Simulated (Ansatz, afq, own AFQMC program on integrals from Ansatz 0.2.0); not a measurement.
Where AFQMC and coupled cluster stand for CH2N, doublet

```yaml
atoms:
  - { symbol: N, position_ang: [0.0000, 0.0000, 0.5108] }
  - { symbol: C, position_ang: [0.0000, 0.0000, -0.7748] }
  - { symbol: H, position_ang: [0.0000, 0.8569, 1.0670] }
  - { symbol: H, position_ang: [0.0000, -0.8569, 1.0670] }
```

Connectivity, by distances: NH2–C.

Basis cc-pVDZ. Noble-gas cores (and the filled d shells of Ga–Kr and In–Xe) are frozen. AFQMC by an in-house program on the Cholesky factors that Ansatz 0.2.0 writes for its CCSD(T) run. ph-AFQMC/CISD is guided by a CISD state made of CCSD amplitudes; releasing the constraint for a short imaginary time cuts its bias at the price of noise, slowly where states lie close. Free projection: walkers drawn from exp(T), propagated without any constraint. Its projection time is finite, and what remains of the start isn't in its error. ± is one standard error of the sampling.

Determinant: UHF, the one that the program's search chose, which needn't be the lowest solution. The geometry is a point of a scan.

No full CI on the walks' own integrals is used here; CCSDT(Q) serves as the reference and is uncertain by about the last step of the cluster series.

The T1 diagnostic is 0.0182, the weight of the determinant in the CISD state is 0.893 and the ⟨S²⟩ of the determinant is 0.765. The size of the correlated space is 11 electrons in 36 orbitals.

| level | correlation energy (eV) |
| --- | --- |
| MP2 | -7.0099 |
| CCSD | -7.7272 |
| CCSD(T) | -7.9596 |

Problem. Estimate where free-projection AFQMC lies against CCSD(T) on the same integrals.

Solution. 1.08 ± 0.72 mEh below CCSD(T). The gap is under twice the noise, so this walk alone can't tell the two apart.

Reference: CCSDT(Q), correlation energy -7.998 eV. The released energy is read at 1.62 1/Eh, later times being too noisy (meV from the phaseless value at times in 1/Eh: 26 ± 12 at 0.24, 2 ± 12 at 0.51, -9 ± 14 at 0.99, -14 ± 15 at 1.62, -33 ± 22 at 2.40).

| level | E − E(reference) (mEh) | share of correlation (%) |
| --- | --- | --- |
| CCSD(T) | 1.40 | 99.52 |
| CCSDT | 0.65 | 99.78 |
| ph-AFQMC/CISD | 0.67 ± 0.40 | 99.77 |
| released AFQMC | 0.15 ± 0.53 | 99.95 |
| free AFQMC | 0.33 ± 0.72 | 99.89 |

Free projections are given only where their last times agree within the noise and don't stop above the reference; a slow remainder of the start can still hide under it. A walk keeps the symmetry of its determinant, which the program's search chose and which needn't be the lowest solution, so a lower state of the same spin and another symmetry isn't excluded. Released energies are given only where the last usable release times agree within the noise; a slower fall can still hide under it.
